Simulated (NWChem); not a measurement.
A calculation on ozone (O₃)

```xyz
3

O     -1.0607     0.0000    -0.2102
O      0.0000     0.0000     0.4204
O      1.0607     0.0000    -0.2102
```
Charge 0, spin multiplicity 1.

All runs are NWChem calculations. The geometry was optimised at PBE0/def2-SVP, a minimum by its harmonic frequencies.

Symmetry labels belong to the abelian group C2v used in the runs, with the axes of the coordinates shown.

The correlated methods keep 3 core orbitals frozen. The species is likely to have several important configurations.

**Question.** List the 4 singlet excitations that EOM-CCSD/aug-cc-pVDZ, 3 core orbitals frozen gives, with oscillator strengths.

**Answer.** 
```tsv
state	symmetry	energy (eV)	wavelength (nm)	f
1	b2	2.53	489	0.000
2	a2	2.67	464	0.000
3	b1	5.85	212	0.177
4	a1	9.85	126	0.001
```
These are the lowest roots of each symmetry, so higher states are missing between them.
